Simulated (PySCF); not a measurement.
Species: CFCl3.
InChI=1S/CCl3F/c2-1(3,4)5

The closed-shell ground state was solved at several levels (PySCF, density fitting, gas phase, non-relativistic). Geometry: GFN2-xTB; no solvent, vibrations or thermal averaging.

```tsv
level	basis functions	HOMO (eV)	LUMO (eV)	gap (eV)	dipole (D)
OPBE/3-21G	57	-7.98	-2.48	5.50	0.13
HF/3-21G	57	-13.03	2.41	15.44	0.58
KT2/3-21G	57	-7.93	-2.69	5.24	0.08
LDA/3-21G	57	-7.88	-2.58	5.30	0.02
PBE/3-21G	57	-7.79	-2.43	5.36	0.02
KT3/3-21G	57	-7.99	-2.65	5.34	0.13
B97-D/3-21G	57	-7.84	-2.45	5.39	0.09
BP86/3-21G	57	-7.91	-2.56	5.35	0.02
```

Problem. Estimate the row for B3LYP/3-21G, a basis of 57 functions; the other rows only guide the guess.

Solution. HOMO -9.01 eV, LUMO -1.69 eV, gap 7.32 eV, dipole 0.17 D.

Problem. Over all these levels, which gives the widest orbital gap and which the narrowest?

Solution. HF/3-21G (Hartree–Fock, all exact exchange) has the widest, 15.44 eV, and KT2/3-21G (GGA) the narrowest, 5.24 eV. From the narrowest to the widest the HOMO moves by -5.10 eV and the LUMO by +5.10 eV.

Problem. In the 3-21G basis, how does the gap go with the fixed share of exact exchange?

Solution. KT2 (0 %) 5.24 eV; LDA (0 %) 5.30 eV; KT3 (0 %) 5.34 eV; BP86 (0 %) 5.35 eV; PBE (0 %) 5.36 eV; B97-D (0 %) 5.39 eV; OPBE (0 %) 5.50 eV; B3LYP (20 %) 7.32 eV; HF (100 %) 15.44 eV. Each rise in the share widens the gap here.

Problem. How far do the dipole and the HOMO energy spread over the levels?

Solution. The dipole runs from 0.02 to 0.58 D (mean 0.14 D) and the HOMO from -13.03 to -7.79 eV.
